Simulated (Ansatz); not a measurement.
# PdPt₂: from a trial structure to a relaxed crystal

Level of theory: Ansatz, DFT PBE, scalar-relativistic, plane waves, PAW.

The start puts PdPt₂ on the MoSi2 (C11b) structure type (I4/mmm, No. 139), with Pd in place of Mo, Pt in place of Si, at a guessed volume.

The final relaxation ran on this input, with the default PAW datasets:

```yaml
crystal:
  lattice:
    - [-1.6892993211, 1.6892993211, 4.1221261349]
    - [1.6892993211, -1.6892993211, 4.1221261349]
    - [1.6892993211, 1.6892993211, -4.1221261349]
  atoms:
    - { symbol: Pd, position: [0.0, 0.0, 0.0] }
    - { symbol: Pt, position: [0.6677499331, 0.6677499331, 0.0] }
    - { symbol: Pt, position: [0.3322500669, 0.3322500669, 0.0] }
basis:
  ecutwfc: 420
kpoints:
  mp_grid: { grid: [20, 20, 20] }
hamiltonian:
  xc: pbe
scf:
  occupations: { method: gaussian, width: 0.1 }
output:
  forces: true
  stress: true
  eigenvalues: true
relax:
  adjacent_minimum: "off"
  f_tol: 0.01
  max_steps: 80
  cell: { stress_tol: 0.05 }
```

Launched as:

```bash
ansatz run input.yaml --threads 1 --pin off --max-ram 2560MiB --backend cpu --events-out ev --progress --plain --runs-dir out
```

The run took 4.2 min on 1 thread of Arm Neoverse V1, on a shared host, peak memory 0.94 GiB.

End of the output:

```
SCF converged after 7 iterations
Free energy (F): -32018.825707 eV
Harris-Foulkes:  -32018.825707 eV  (|F-HF|=0.00e0)
Internal energy: -32018.805393 eV  (E = F + TS)
E sigma→0 (E₀):  -32018.815550 eV
Entropy (-TS):   -0.020314 eV (-6.771 meV/atom)
Fermi energy:    20.861852 eV
--- Per-component energies (eV) ---
  E_band       = -456.452650
  E_kinetic    = 1786.923111
  E_local      = -4883.182739  (includes V_loc(G=0)·N_el)
  E_nonlocal   = 616.621567
  E_hartree    = 1872.924115
  E_xc         = -691.718386
  E_vxc        = -816.599460  (∫ρ·V_xc dr)
  E_paw        = -22657.924904  (= ΣΔE_a)
  E_vpaw       = -906.063967  (= ΣTr[D̂ρ^β])
  E_aug_tail   = 0.000608  (compensation charges beyond the density's cutoff)
  E_ewald      = -8062.448765
  E_smearing   = -0.020314  (= −TS)
  E_closure    =  0.000000  (closes the sum)
  Σ components = -32018.825707   (vs F -32018.825707, Δ=0.00e0)
--- Forces (eV/Å), atoms counted from 1 ---
  atom   1  Pd     0.00000000     0.00000000     0.00000000
  atom   2  Pt     0.00000000     0.00000000    -0.00042246
  atom   3  Pt     0.00000000     0.00000000     0.00042246
  max |Σ_I F_I| component: 8.67e-18 eV/Å
--- Stress (GPa, compression-positive) ---
       -0.004498       0.000000       0.000000
        0.000000      -0.004498       0.000000
        0.000000       0.000000       0.006185
  P = ⅓ Tr σ = -0.0009 GPa (-0.009 kbar)
--- Relaxed structure (4 steps of the walk, 4 accepted, 1 SCFs on fresh bases) ---
  F+E_penalty+E_count = -32018.82570731 eV   max|allowed force component| = 4.225e-4 eV/Å   (the final SCF, on the basis selected at the relaxed cell)
  cell:  # Å, volume = 47.0296 Å³
    - [-1.687379, 1.687379, 4.129391]
    - [1.687379, -1.687379, 4.129391]
    - [1.687379, 1.687379, -4.129391]
  atoms:
    - { symbol: Pd, position: [0.000000, 0.000000, 0.000000] }
    - { symbol: Pt, position: [0.667980, 0.667980, 0.000000] }
    - { symbol: Pt, position: [0.332020, 0.332020, 0.000000] }
```

Absolute energies hang on the potentials; compare differences alone.

The result has space group I4/mmm (No. 139). Pd is coordinated by 10 Pt at 2.74–2.76 Å and 4 Pd at 3.37 Å; around Pt lie 5 Pd at 2.74–2.76 Å, 5 Pt at 2.74–2.77 Å and 4 Pt at 3.37 Å.

Against the elements it lies at 0.02 eV/atom. Formation energies are uncorrected and refer to the elements' standard structures at the same level.

The k mesh leaves about 4 meV/atom of noise in metals. Spin–orbit coupling is left out.

A structure relaxed within its symmetry needn't be a true minimum.